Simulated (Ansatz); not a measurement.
The same path of AlClH₄O (7 atoms, charge 0, multiplicity 1) was run twice with different band settings. Lost on the way: Al1–Cl2, O5–H7. Made: Cl2–H7.

Theory: Ansatz, RHF/cc-pVDZ.

Relaxed end points:

```xyz
7
Properties=species:S:1:pos:R:3
Al 0.034 -0.023 0.129
Cl -0.121 0.641 2.208
H 1.450 0.214 -0.525
H -1.324 -0.010 -0.687
O 0.059 -2.022 0.570
H -0.742 -2.504 0.393
H 0.333 -2.236 1.456
```

```xyz
7
Properties=species:S:1:pos:R:3
Al -0.110 -0.347 -0.816
Cl 0.818 -1.149 3.573
H 0.936 0.813 -0.647
H -0.904 -0.694 -2.136
O -0.396 -1.317 0.594
H -1.000 -2.046 0.608
H 0.346 -1.197 2.370
```

Common settings: spring 5.0 eV/Å²; optimiser quadratic models (default); start path through a guess of the saddle point; force threshold 0.05 eV/Å; iteration limit 60; end points relaxed.

| run | movable images | climbing image |
| --- | --- | --- |
| 1 | 9 | yes |
| 2 | 2 | no |

(1) What does each run give, and how far can it be trusted?

Results:

(1) Run 1: converged after 21 iterations, highest image 1.498 eV above the first end. A vibrational analysis at the climbing image gives one clearly imaginary mode, 839i cm⁻¹: a first-order saddle point.
Run 2: converged after 9 iterations, highest image 1.369 eV above the first end. Neighbouring images differ by up to 1.4 eV, so the band resolves the path poorly. No image climbed, so the highest image needn't sit at the top of the path. So few images can step over the top or miss a turn of the path.
The orbitals stay closed-shell, which can raise the energy where a bond breaks towards radicals; this wasn't checked here.
